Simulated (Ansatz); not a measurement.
## Bend profile

SiH3O (SMILES O[SiH2-]) (charge -1), singlet, at its PBE0-D4/def2-TZVPD minimum:

```csv
atom,x (Å),y (Å),z (Å)
O1,0.2615,-0.6409,0.8912
Si2,0.1511,0.2033,-0.6476
H3,1.0304,-1.2048,0.8277
H4,-1.3571,-0.0026,-0.9422
H5,-0.0859,1.6450,-0.1291
```

The angle Si2–O1–H3 (106.0° at the minimum) is set to the values below, Si2, with anything bonded beyond it, turning rigidly in the plane of the angle. Each method's energies count from its own value at the PBE0-D4 minimum structure. Program: Ansatz 0.2.0. Basis: def2-TZVPPD. Cores are frozen in the correlated methods. B3LYP uses VWN-RPA correlation.

```tsv
angle (°)	CCSD(T) (kcal/mol)	PBE0-D4 (kcal/mol)	PBE-D4 (kcal/mol)	wB97M-V (kcal/mol)	B3LYP-D4 (kcal/mol)
76.0	10.69	10.32	9.68	10.81	11.18
83.5	5.64	5.47	5.07	5.78	6.08
91.0	?	2.31	2.11	2.49	2.69
98.5	0.55	0.55	0.47	0.63	0.73
106.0	0.00	0.00	0.00	0.00	0.00
113.5	0.53	0.49	0.52	0.42	0.33
121.0	?	1.83	1.86	1.70	1.53
128.5	4.00	3.81	3.81	3.62	3.38
136.0	?	6.19	6.15	5.94	5.65
```

Question: Fill in the withheld CCSD(T) values. (Judge from chemistry; the value comes from the calculation.)

Answer: Computed: 2.36 kcal/mol at 91.0°; 1.94 kcal/mol at 121.0°; 6.47 kcal/mol at 136.0°. These count from the CCSD(T) energy at the PBE0-D4 minimum.

Minimum and curvature along this coordinate at CCSD(T): A fifth-order fit through the nearest points gives 105.8°, with a curvature of about 0.83 meV/deg².

Largest difference from the CCSD(T) curve over the scan: r2SCAN-D4 0.57; HF 3.07; MP2 0.26 kcal/mol. Each curve counts from its own value at the minimum.

No T1 diagnostic of these runs exceeds 0.016.

For scale, one of the runs: CCSD(T)/def2-TZVPPD, 139 basis functions (an equivalent command: `ansatz run in.yaml --threads 2`). Time: 6.5 s of wall clock on 2 CPU threads; the host was shared. Peak host memory: 0.76 GiB.
